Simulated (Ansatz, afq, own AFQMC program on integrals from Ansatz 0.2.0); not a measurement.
## CH4⁺, quartet: AFQMC among the cluster methods

```xyz
5

C     0.0000    0.0000    0.0000
H     0.3646    0.7500    0.7480
H    -0.3742   -0.7450    0.7482
H    -0.3622    0.7462   -0.7529
H     0.3718   -0.7512   -0.7433
```

Basis cc-pVDZ. Only valence electrons are correlated. Ansatz 0.2.0 and our own AFQMC program on the same integrals; the CISD trial comes from CCSD amplitudes, and released means the phaseless constraint is let go. Uncertainties: one standard error, sampling alone.

Determinant: UHF, the one that the program's search chose, which needn't be the lowest solution. The geometry is a PBE0/def2-TZVP stationary point of this or a neighbouring charge and spin state.

No full CI on the walks' own integrals is used here; CCSDT(Q) serves as the reference and is uncertain by about the last step of the cluster series.

Cautions: another spin lies lower (by 11.17 eV).

```
T1 diagnostic                               : 0.0179
weight of the determinant in the CISD state : 0.936
⟨S²⟩ of the determinant                     : 3.754
size of the correlated space                : 7 electrons in 33 orbitals
```

Reference: CCSDT(Q), correlation energy -3.750 eV. The released energy is read at 2.40 1/Eh (meV from the phaseless value at times in 1/Eh: -7 ± 8 at 0.24, -13 ± 6 at 0.51, -22 ± 6 at 0.99, -21 ± 7 at 1.62, -9 ± 9 at 2.40).

```json
{"level": "HF", "E − E(reference) (mEh)": "137.80", "share of correlation (%)": "0.00"}
{"level": "MP2", "E − E(reference) (mEh)": "28.44", "share of correlation (%)": "79.36"}
{"level": "CCSD", "E − E(reference) (mEh)": "3.69", "share of correlation (%)": "97.32"}
{"level": "CCSD(T)", "E − E(reference) (mEh)": "0.77", "share of correlation (%)": "99.44"}
{"level": "CCSDT", "E − E(reference) (mEh)": "0.11", "share of correlation (%)": "99.92"}
{"level": "ph-AFQMC/HF", "E − E(reference) (mEh)": "5.83 ± 0.93", "share of correlation (%)": "95.77"}
{"level": "ph-AFQMC/CISD", "E − E(reference) (mEh)": "0.50 ± 0.25", "share of correlation (%)": "99.64"}
{"level": "released AFQMC", "E − E(reference) (mEh)": "0.16 ± 0.32", "share of correlation (%)": "99.88"}
```

A walk keeps the symmetry of its determinant, which the program's search chose and which needn't be the lowest solution, so a lower state of the same spin and another symmetry isn't excluded. Released energies are given only where the last usable release times agree within the noise; a slower fall can still hide under it.
